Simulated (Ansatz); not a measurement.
A made-up structure of Si2H3S, doublet:

```
6
angstrom
Si 1.2782 1.2713 2.0217
Si 0.6551 -0.1945 0.8870
S -0.6397 0.1115 -0.9246
H -1.1070 -0.9152 -1.6843
H -1.0842 1.3461 -1.2821
H 0.9778 -1.6342 1.0811
```

It is relaxed with PBE-D4/def2-SVP and then PBE0-D4/def2-TZVP (Ansatz 0.2.0). Atoms count as bonded within 1.22 times the sum of their covalent radii (H–H: 0.88 Å). The end point is not checked to be a true minimum.

Task: Does its bonding change? (Judge from chemistry; the calculation decides.)

Result: By the calculation: No: no bond forms or breaks.

Where it ends: The first stage lowers the energy by 1.66 eV in 9 steps. It ends as Si₂H₃S ([Si][SiH][SH2]):
| atom | x (Å) | y (Å) | z (Å) |
| --- | --- | --- | --- |
| Si1 | 0.7778 | 1.5901 | 1.9129 |
| Si2 | 0.5962 | -0.3471 | 0.9592 |
| S3 | -0.2601 | -0.1523 | -1.2272 |
| H4 | -1.5622 | -0.5197 | -1.1755 |
| H5 | -0.5519 | 1.1561 | -1.1098 |
| H6 | 1.0804 | -1.7421 | 0.7393 |

Labels in which every atom is bracketed show which atoms are joined, not bond orders.

For scale, one of the runs: PBE0-D4/def2-TZVP relaxation, 129 basis functions, launched by `ansatz run in.yaml --threads 2 --pin off --events-out ev --progress --plain --max-ram 4352MiB`. Hardware: 2 CPU threads of an Arm Neoverse V1, shared host. Wall time about 48 s.
